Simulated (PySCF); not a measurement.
Gas-phase reaction: 3 BF + O → BF3 + B2O

Method: PySCF energies (xtb for GFN2) plus ideal-gas RRHO corrections (1 bar). 'Table' is the NASA 1993 thermochemical table (part measured, part estimated). After a fit of one offset per element over all species, the range-separated, M06-2X, PBE0/def2-QZVP and CCSD(T)/def2-TZVPP enthalpies, where run, lie to one side of the table for B2O (+77 kJ/mol): a fault of the table's entry, another state or a shared error of the levels is possible; this was not checked at source. † marks an energy on the PBE0/def2-TZVP geometry and frequencies; other levels use their own. CCSD(T) freezes the core. Open shells (unrestricted): O (multiplicity 3); the rest are closed-shell singlets. GFN2 has no spin-polarisation term. Spin-orbit splitting is ignored; it lowers the true energy and changes the entropy of O. For this reaction the table lies outside the span of B3LYP, CCSD(T), M06-2X, MP2, PBE0, r2SCAN, ωB97M-V, ωB97X-V in their largest bases here; which side is off was not settled. CCSD(T) isn't extrapolated to the basis-set limit. Strong static correlation: B2O. The table's entry may be an old estimate for BF, B2O (not checked at source).

```json
[
 {"level": "table", "ΔH°(298 K), kJ": "-940.9"},
 {"level": "BLYP/def2-TZVP†", "ΔH°(298 K), kJ": "-871.2"},
 {"level": "CCSD(T)/def2-TZVPP†", "ΔH°(298 K), kJ": "-856.3"},
 {"level": "GFN2-xTB", "ΔH°(298 K), kJ": "[?]"},
 {"level": "M06-2X/def2-TZVP†", "ΔH°(298 K), kJ": "[?]"},
 {"level": "ωB97M-V/def2-TZVP†", "ΔH°(298 K), kJ": "[?]"}
]
```

What belongs in the gaps?


- GFN2-xTB, ΔH°(298 K), kJ: -1364.8
- M06-2X/def2-TZVP†, ΔH°(298 K), kJ: -912.9
- ωB97M-V/def2-TZVP†, ΔH°(298 K), kJ: -882.8
